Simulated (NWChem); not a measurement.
Species: AlCl₃; SMILES [Cl][Al]([Cl])[Cl]

```xyz
4

Al     0.0000     0.0000     0.0023
Cl    -2.0375     0.4560    -0.0002
Cl     1.4136     1.5365    -0.0002
Cl     0.6238    -1.9925    -0.0002
```
Atoms are numbered in this order, from 1.

Results from NWChem. Pople sets run with spherical d functions. Geometry: optimised at B3LYP/6-31G* (spherical d). Vzz is the largest principal value of the second derivative of the potential at the nucleus (NWChem prints the opposite sign); η is the asymmetry. Non-relativistic.

```tsv
level	Vzz Al1 (a.u.)	η Al1	Vzz Cl4 (a.u.)	η Cl4
PBE/6-31G*	0.555	0.00	1.541	0.31
PBE/def2-SVP	0.619	0.00	1.446	0.28
PBE0/cc-pVTZ	0.885	0.00	1.421	0.34
PBE0/6-31G*	…	0.00	1.548	0.30
```

Question: Complete the blanks.

Answer: 
- PBE0/6-31G*, Vzz Al1 (a.u.): 0.614
